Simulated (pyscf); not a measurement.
Optimised with ωB97X-D3(BJ)/def2-SVP in PySCF.

Q: For :HSi–SH (SMILES [SiH]S) [singlet] + H₂ (SMILES [H][H]) -> H₃Si–SH (SMILES [SiH3]S), an insertion (singlet surface; H–H broken, H–Si, H–Si formed), PBE/def2-TZVP gives ΔE‡ = 13.5 kcal/mol and ΔE = -39.8 kcal/mol (zero: the separated reactants). In which direction and how far do r²SCAN/def2-TZVP, M06-2X/def2-TZVP, ωB97M-D3(BJ)/def2-TZVP move these?

A: r²SCAN: ΔE‡ = 13.1 kcal/mol, ΔE = -44.6 kcal/mol; M06-2X: ΔE‡ = 20.9 kcal/mol, ΔE = -41.0 kcal/mol; ωB97M-D3(BJ): ΔE‡ = 19.4 kcal/mol, ΔE = -41.9 kcal/mol. PBE's barrier lies among them. Its reaction energy lies over all of them, by 1.2 to 4.8 kcal/mol. :HSi–SH [singlet] lies 9.3 kcal/mol over its isomer H₂Si=S (electronic energy, ωB97M-D3(BJ)/def2-TZVP). This is the saddle that the search found; another between the same sides may lie lower.
